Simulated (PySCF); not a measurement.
Geometry:
| atom | x (Å) | y (Å) | z (Å) |
| --- | --- | --- | --- |
| C1 | -1.374 | -0.087 | 0.922 |
| N2 | -0.208 | -0.199 | 0.086 |
| C3 | 0.708 | 0.738 | -0.226 |
| C4 | 1.577 | 0.088 | -1.061 |
| N5 | 1.150 | -1.187 | -1.213 |
| N6 | 0.072 | -1.354 | -0.519 |
| H7 | -1.094 | 0.224 | 1.930 |
| H8 | -2.081 | 0.631 | 0.503 |
| H9 | -1.837 | -1.070 | 0.961 |
| H10 | 0.669 | 1.742 | 0.159 |
| H11 | 2.463 | 0.455 | -1.552 |

All values are calculated (PySCF): shielding tensors at B97-2/pcSseg-2 (GIAO), PBE0-D3(BJ)/def2-TZVP structure. Non-relativistic Hamiltonian, one averaged value for each set of equivalent atoms, no solvent, single conformer.

Scale: TMS for ¹³C, ¹H; ¹⁵N against NH3 (reference shieldings calculated alike).

```
   atoms  nucleus  count  δ (ppm)
      C4      ¹³C      1    140.9
      C1      ¹³C      1        ?
      N6      ¹⁵N      1    406.1
H7/H8/H9       ¹H      3     4.07
     H10       ¹H      1     7.47
      N2      ¹⁵N      1        ?
      N5      ¹⁵N      1    390.8
      C3      ¹³C      1    127.2
     H11       ¹H      1        ?
```

Question: Fill in the missing shifts.

Answer: 
- C1: 37.8 ppm, methyl carbon bonded to N; the inductive effect lowers its shielding
- H11: 7.83 ppm, hydrogen on an aromatic CH next to a ring nitrogen; it sits in the deshielding region of the aromatic ring current
- N2: 257.5 ppm, pyrrole-type ring nitrogen

Shifts are as computed. Against solution values, carbons near 30 ppm lie about +3 ppm off and those near 130 ppm about +7 ppm. Of 1211 compounds with measured shifts, 218 miss one by over three times the rms of a fit or turn the order of signals round; such compounds aren't used in these exercises. Experimental scales use liquid or dissolved standards, which lie at an offset from isolated NH3 (liquid NH3: subtract about 20 ppm). Unscaled 15N shifts of sp2 nitrogen come out 20 to 40 ppm too high even then.
